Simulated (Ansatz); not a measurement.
# Basis-set limit of SiH₄Cl, doublet

```yaml
atoms:
  - { symbol: Si, position_ang: [-1.7043, 0.0000, 0.0000] }
  - { symbol: H, position_ang: [-2.1992, 1.3997, 0.0000] }
  - { symbol: H, position_ang: [-2.1992, -0.6999, 1.2122] }
  - { symbol: H, position_ang: [-2.1992, -0.6999, -1.2122] }
  - { symbol: H, position_ang: [0.0697, 0.0000, 0.0000] }
  - { symbol: Cl, position_ang: [1.5357, 0.0000, 0.0000] }
```

Connectivity, by distances: SiH3 ··· Cl, 1 bridging H.

Ansatz 0.2.0, UHF determinant, valence electrons correlated. Energies in eV.

```json
{"set": "def2-TZVPP", "X": "3", "functions": "140", "Hartree–Fock": "-20428.0088", "MP2 correlation": "-9.0025", "CCSD(T) correlation": "-10.6300", "time": "2.2 s on 1 × NVIDIA H100 80GB HBM3 with 1 thread of AMD EPYC 7R13 Processor (Zen 3), on a shared host"}
{"set": "def2-QZVPP", "X": "4", "functions": "260", "Hartree–Fock": "-20428.6164", "MP2 correlation": "-9.7926", "CCSD(T) correlation": "-11.3916", "time": "7 s on 1 × NVIDIA H100 80GB HBM3 with 1 thread of AMD EPYC 7R13 Processor (Zen 3) (shared host)"}
```

Hartree–Fock is taken to follow E(X) = E∞ + A·exp(−7.88·√X), correlation E(X) = E∞ + B·X^−2.97.

Problem. Work out the CCSD(T) energy at the limit, and how far the shortcut misses it that extrapolates MP2 and adds CCSD(T) minus MP2 from the smaller set.

Solution. Hartree–Fock: E∞ = E4 + 0.1377·(E4 − E3) = -20428.7001. Correlation: E∞ = E4 + 0.7407·(E4 − E3) = -11.9558 for CCSD(T) and -10.3780 for MP2. The limit is -20440.6559 eV, 0.648 eV below def2-QZVPP. The shortcut gives a correlation energy of -10.3780 + (-1.6276) = -12.0055, 50 meV lower than the direct value.

Past Ne part of the Hartree–Fock step between the two sets comes from the cores, which don't follow the formula, so the 84 meV that it adds to the total can overshoot; that part largely cancels in differences.
